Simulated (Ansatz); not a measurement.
**Cohesive energy of some cubic bcc solids**

Method: PBE (Ansatz, a first-principles code, PAW). References are measured values corrected to a static lattice. The table is a random draw of 6 from 9 solids with such references.

Values in eV/atom.

```json
[
 {"solid": "bcc Ba", "reference": "1.91", "PBE": "1.88", "error (eV/atom)": "-0.03"},
 {"solid": "bcc K", "reference": "0.94", "PBE": "0.87", "error (eV/atom)": "-0.07"},
 {"solid": "bcc Li", "reference": "1.67", "PBE": "1.61", "error (eV/atom)": "-0.06"},
 {"solid": "bcc Cs", "reference": "0.81", "PBE": "0.71", "error (eV/atom)": "-0.10"},
 {"solid": "bcc Rb", "reference": "0.86", "PBE": "0.77", "error (eV/atom)": "-0.09"},
 {"solid": "antiferromagnetic bcc Cr", "reference": "4.15", "PBE": "4.12", "error (eV/atom)": "-0.03"}
]
```

Over these 6 solids the mean error is -0.06 eV/atom, the mean absolute error 0.06 eV/atom (median 0.06 eV/atom), and the worst case bcc Cs at -0.10 eV/atom; the value is below the reference in 6 of 6 cases. Over all 9, from unrounded values, the mean error is -0.04 eV/atom and the mean absolute error 0.17 eV/atom (median 0.07 eV/atom).

All these references are brought to a static lattice.

Spin–orbit coupling is left out, also for the solids with elements from indium on (bcc Ba, bcc Cs); its size isn't shown.

Differences are worked out from the printed values.

Free atoms are spin-polarised, in the lowest state found; at levels without +SOC their spin–orbit coupling is left out. Each level is taken at its own relaxed cell. Caveats: the commensurate order stands in for chromium's spin-density wave, and the size of the moments varies much between levels (antiferromagnetic bcc Cr). Ansatz's density-functional and Hartree–Fock values are scalar-relativistic unless marked +SOC, with PAW data made under PBE.

Density-functional runs with spin start from opposed moments for antiferromagnetic bcc Cr.

Not in this set, of the bcc solids with a reference value in our tables and a result at some level: 2 for a doubt noted on the run at PBE; 2 for the spin–orbit terms of free Br, In, Sn, Te, I and atoms past barium, a cut that leaves lighter open-shell atoms' terms in the errors. These can be a level's best or worst cases. Solids without a released value at any level aren't counted. Layered and molecular crystals are counted apart. The metals Ce to Yb are counted apart.

References as tabulated in Mejia-Rodriguez and Trickey (2018), arXiv:1807.09216; Csonka et al. (2009), arXiv:0903.4037; Jana et al. (2018), arXiv:1807.00350.
